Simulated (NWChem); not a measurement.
## Electron attachment to HO

SMILES: [OH]
```xyz
2

O      0.0000     0.0000     0.1085
H      0.0000     0.0000    -0.8679
```
Charge 0, spin multiplicity 2.

Everything below was run with NWChem. Structure: optimised with UPBE0/def2-SVP, a minimum by its harmonic frequencies.

Basis set: def2-TZVPD. −ε marks an orbital energy of the parent. The basis adds only a small set of diffuse functions.

B3LYP has NWChem's definition, with VWN1-RPA local correlation. The structure started from a generated list of species. The unpaired electrons of the parent sit in orbitals of symmetry b2 (C2v labels of the run); other states weren't searched. The stability of the SCF solutions was not checked. Open-shell Hartree-Fock references start from PBE0 orbitals.

Question: One of these methods gave a vertical electron affinity of 5.03 eV. Which?
A. −ε(beta LUMO) of B3LYP
B. −ε(beta LUMO) of M06-2X
C. −ε(beta LUMO) of BLYP
D. G0W0@HF

Answer: A, −ε(beta LUMO) of B3LYP. The others give 6.53 (−ε(beta LUMO) of BLYP), 2.93 (−ε(beta LUMO) of M06-2X), -0.40 (G0W0@HF).
